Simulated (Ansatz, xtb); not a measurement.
AlH2NO: where a starting geometry ends

The starting geometry of this gas-phase triplet was built from a drawn formula by distance geometry and a force field; its bonds are those of `N[O][Al]`.

```xyz
5

Al   -3.9631   -3.6507   -1.2446
N    -2.0993   -1.8791   -1.2290
O    -2.5032   -2.8998   -0.4292
H    -1.1327   -2.0459   -1.4580
H    -2.0965   -1.0208   -0.6860
```

Q: Predict what becomes of its bonds when it is optimised with r2SCAN-D4/def2-SVP.

A: It keeps its bonds, and is `N[O][Al]`.

The energy falls by 0.19 eV over 7 steps:

| step | E − E(last) (eV) |
| --- | --- |
| 1 | 0.188 |
| 2 | 0.041 |
| 3 | 0.023 |
| 4 | 0.002 |
| 5 | 0.001 |
| 6 | 0.000 |
| 7 | 0.000 |

Final geometry (Å):

```xyz
5

Al   -4.0171   -3.7651   -1.1671
N    -2.0532   -1.8001   -1.2784
O    -2.5945   -2.8786   -0.5481
H    -1.0687   -2.0449   -1.4248
H    -2.0614   -1.0076   -0.6285
```

From the same start GFN2-xTB ends elsewhere, in pieces: AlO + H2N.

The end wasn't checked by frequencies. Open shells are spin-unrestricted. The triplet needn't be the ground state. Run with Ansatz 0.2.0, 14 s on 2 threads of Intel(R) Xeon(R) 6975P-C (Granite Rapids), on a shared host.
